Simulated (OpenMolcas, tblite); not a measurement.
A ladder of methods for ClF (chlorine monofluoride)

ClF has 2 atoms, charge 0, and is taken as a singlet. As SMILES, `FCl`. Geometry: relaxed at PBE0-D4/def2-TZVP.

```xyz
2

F     0.0000    0.0000    0.0313
Cl    0.0000    0.0000    1.6510
```

Each level gives the dipole moment (D). The values are calculated.

Measured value to compare with: NIST CCCBDB gives the dipole moment of the gas as 0.88 D.

| level | kind | program | value (D) | computed − measured | CPU time |
| --- | --- | --- | --- | --- | --- |
| IPEA1-xTB | semi-empirical | tblite | 0.81 | -0.07 | under 2 s |
| HF/cc-pVTZ | Hartree–Fock | OpenMolcas | 1.18 | +0.30 | 2.2 s |
| SVWN5/cc-pVTZ | LDA | OpenMolcas | 0.83 | -0.05 | 4.8 s |
| PBE/cc-pVTZ | GGA | OpenMolcas | 0.77 | -0.11 | 6.4 s |
| M06-L/cc-pVTZ | meta-GGA | OpenMolcas | 0.81 | -0.07 | 8.4 s |
| BHLYP/cc-pVTZ | global hybrid | OpenMolcas | 1.03 | +0.15 | 6.2 s |
| PBE0/cc-pVTZ | global hybrid | OpenMolcas | 0.88 | 0.00 | 6.6 s |

Nearest: PBE0/cc-pVTZ (0.00 D); farthest: HF/cc-pVTZ (+0.30 D). The measured dipole is a vibrational average, so differences of a few hundredths of a debye mean little. Computed less measured by kind, in D (cc-pVTZ rows): semi-empirical -0.07; Hartree–Fock +0.30; LDA -0.05; GGA -0.11; meta-GGA -0.07; global hybrid +0.00 to +0.15. Magnitudes only: a small dipole may point the other way at some levels. CPU times are rough (shared hosts, several kinds of processor): they show what a rung costs within a factor of a few.
